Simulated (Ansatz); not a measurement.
Reaction (SMILES): [O]Cl (O-Cl) → Cl atom + O atom
B3LYP-D3(BJ)/def2-TZVP geometries, fixed; electronic energies without zero-point terms.

The atomisation energy at MP2 with Ansatz (a quantum-chemistry and plane-wave program), in kcal/mol, split into its Hartree-Fock and correlation parts. Cores are frozen. Open shells are unrestricted. No added dispersion term, no relativity. Functions are those of the species that has most.

```tsv
basis	X	functions	Hartree-Fock	MP2
aug-cc-pV(D+d)Z	2	55	2.25	50.60
aug-cc-pV(T+d)Z	3	101	5.77	59.72
aug-cc-pV(Q+d)Z	4	169	6.22	62.45
```

Worked estimate of the basis-set limit from each neighbouring pair, with Hartree-Fock from the larger set and the correlation part extrapolated as X^-3.
Correlation parts: X = 2: 48.35, X = 3: 53.95, X = 4: 56.23.
- (2,3): (27·(53.95) - 8·(48.35))/19 = 56.31; with Hartree-Fock 5.77 the estimate is 62.08 kcal/mol.
- (3,4): (64·(56.23) - 27·(53.95))/37 = 57.89; with Hartree-Fock 6.22 the estimate is 64.11 kcal/mol.
The last two estimates differ by 2.04 kcal/mol; the largest set lies 1.66 from the last. Over the last step Hartree-Fock moves by 0.45 and the correlation part by 2.28.
